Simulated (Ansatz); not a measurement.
Mulliken charges of `CC([O])=O` radical from ωB97M-V/def2-TZVPP in Ansatz (PBE0-D4/def2-TZVP geometry).

| atom | x (Å) | y (Å) | z (Å) | charge (e) |
| --- | --- | --- | --- | --- |
| C1 | -0.206 | 0.612 | -0.182 | -0.264 |
| C2 | 0.251 | -0.748 | 0.190 | 0.332 |
| O3 | 1.053 | -0.993 | 1.119 | -0.222 |
| O4 | -0.108 | -1.800 | -0.380 | -0.218 |
| H5 | -0.924 | 0.559 | -0.999 | 0.115 |
| H6 | -0.662 | 1.090 | 0.687 | 0.128 |
| H7 | 0.656 | 1.211 | -0.482 | 0.128 |

By hand: the dipole of these point charges (1 e Å = 4.8032 D).

Σ q r = (-0.180, 0.562, -0.143) e Å, of length 0.607 e Å = 2.92 D.

How does the dipole of the full density compare? (An estimate is asked.)

The calculation gave: (-0.210, 0.640, -0.169) e Å, 3.34 D; the point charges give 0.87 times that, at 1° from its direction.

Point charges leave out the atoms' own dipoles, such as those of lone pairs, and Mulliken's split depends on the basis, so the close match here is no proof of good charges.
